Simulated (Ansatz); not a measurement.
Job for Ansatz (a quantum-chemistry and plane-wave program): U-HF/def2-TZVPP on CH3O (SMILES [CH2]O), 2S+1 = 2, atoms moved off the minimum.

Ansatz 0.2 input:
```yaml
crystal:
  periodic: [false, false, false]
  atoms:
    - {symbol: C, position_ang: [-0.65406315, 0.11323321, 0.12228357]}
    - {symbol: O, position_ang: [0.70301706, -0.43317321, -0.07132028]}
    - {symbol: H, position_ang: [-1.61366185, -0.38097026, -0.01133043]}
    - {symbol: H, position_ang: [-0.65747174, 1.27919702, 0.05565935]}
    - {symbol: H, position_ang: [1.22653244, 0.36049368, 0.08454461]}
basis:
  gaussian:
    orbitals: def2-TZVPP
hamiltonian:
  xc: {name: HF}
magnetization: {spin_polarized: true, initial_magnetization: 1}
output: {forces: true}
```

The head of its log:

```
WARN ansatz: RAYON_NUM_THREADS=1 ignored (pool sized by the plan → 1); use --threads N
Functional definition: HF
integrals: 0.01 GiB planned
592 factors; their error is unknown
mean field: 0.18 GiB planned
mean field evaluation 1: about -3112.5406 eV, gradient 1.9e1 eV
mean field evaluation 2: about -3113.6760 eV, gradient 1.1e1 eV
```

### Question
What total energy does the run end on?

### Answer
-114.4444 hartree.
